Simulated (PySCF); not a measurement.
**Working out the ionisation energy of C**

C [He] 2s2 2p2 (3P) → C+ [He] 2s2 2p1 (2P). Calculation: PySCF 2.14, in aug-cc-pVTZ with one added diffuse shell each of s, p, d, f type (6s5p4d3f, 62 functions); no relativity, point nucleus. Frozen: 1s2. Energies in hartree (1 hartree = 27.21139 eV):

```tsv
part	C (lower)	C+ (upper)
UHF	-37.691821	-37.295006
CCSD correlation	-0.087878	-0.074728
(T)	-0.002176	-0.001160
```

Problem. What does Hartree-Fock give?

Solution. (-37.295006) − (-37.691821) = 0.396815 hartree = 10.798 eV.

Problem. What do CCSD and CCSD(T) give?

Solution. The CCSD correlation energies differ by 0.013150 hartree = 0.358 eV and the triples by 0.001016 hartree = 0.028 eV, so CCSD gives 11.156 eV and CCSD(T) 11.184 eV.

Measured between the centres of the two terms (NIST): 11.262 eV, so CCSD(T) (valence) is off by -0.078 eV.

What remains against the reference includes basis incompleteness, the frozen core and higher excitations.
